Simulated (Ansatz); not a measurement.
The input, for Ansatz 0.2.0:

```yaml
crystal:
  periodic: [false, false, false]
  atoms:
    - {symbol: B, position_ang: [0.000000, 0.000000, 0.000000]}
    - {symbol: H, position_ang: [0.000000, 0.000000, -1.191260]}
    - {symbol: H, position_ang: [0.000000, 0.000000, 1.191260]}
basis:
  gaussian: {orbitals: cc-pVDZ}
magnetization: {spin_polarized: false, initial_magnetization: 1}
correlation: {method: ccsd_t, electrons: valence}
scf: {omitted_lower_state_checks: [cluster_reference]}
output: {forces: true}
```

```sh
$ ansatz run in.yaml --threads 1 --pin off --events-out ev --progress --plain --max-ram 2393MiB
```

The program prints:

```
these checks for a lower state are left out or cut short: cluster_reference
221 factors; integrals over basis functions are off by at most 6.1e-4 eV
mean field evaluation 1: about -699.7358 eV, gradient 8.9e0 eV
mean field evaluation 2: about -699.7359 eV, gradient 8.9e0 eV
mean field evaluation 4: about -700.2158 eV, gradient 2.9e-1 eV
mean field evaluation 8: about -700.2162 eV, gradient 5.0e-4 eV
mean field evaluation 16: about -700.2162 eV, gradient 7.0e-5 eV
mean field -700.21621093 eV, -25.7324711281 hartree, gradient 7.2e-7 eV, S^2 0.750000; 2 other end points of the search recorded, 0 dependent functions left out
1 core orbitals not correlated: weight in the atoms' cores, before any rotation towards them, 1.000 or more for the frozen orbitals, at most 0.000 for the correlated occupied ones
reference -700.21621093 eV, -25.7324711281 hartree; 3, 2 occupied and 20, 21 virtual orbitals, 221 factors
second order -1.89550847 eV of doubles, -0.05729445 eV of singles
cycle   1  -2.36492917 eV  change   -4.1e-1 eV  update   4.4e-2
cycle   2  -2.50540802 eV  change   -1.4e-1 eV  update   1.5e-2
cycle   3  -2.51156371 eV  change   -6.2e-3 eV  update   3.6e-3
cycle   4  -2.51211854 eV  change   -5.5e-4 eV  update   9.9e-4
cycle   5  -2.51192884 eV  change    1.9e-4 eV  update   2.9e-4
cycle   6  -2.51198781 eV  change   -5.9e-5 eV  update   9.4e-5
cycle   7  -2.51203605 eV  change   -4.8e-5 eV  update   2.5e-5
cycle   8  -2.51201838 eV  change    1.8e-5 eV  update   5.5e-6
cycle   9  -2.51202210 eV  change   -3.7e-6 eV  update   1.3e-6
perturbative correction -0.03436241 eV, -0.0012627954 hartree
the calculation of the forces begins
Total energy: -702.76259545 eV, -25.8260490331 hartree
Atom 0 at     0.000000     0.000000     0.000000 Å, force     0.000000    -0.000000     0.000000 eV/Å
Atom 1 at     0.000000     0.000000    -1.191260 Å, force     0.000000     0.000000     0.074307 eV/Å
Atom 2 at     0.000000     0.000000     1.191260 Å, force    -0.000000    -0.000000    -0.074307 eV/Å
Dipole moment:    -0.000000     0.000000    -0.000000 e Å
Checks for a lower state left out: cluster_reference
```

Forces (eV/Å):
```
B    0.000  0.000  0.000
H    0.000  0.000  0.074
H    0.000  0.000 -0.074
```

Ran on 1 thread of Arm Neoverse V1, shared host: 0.45 s wall, 0.14 GiB peak host memory.
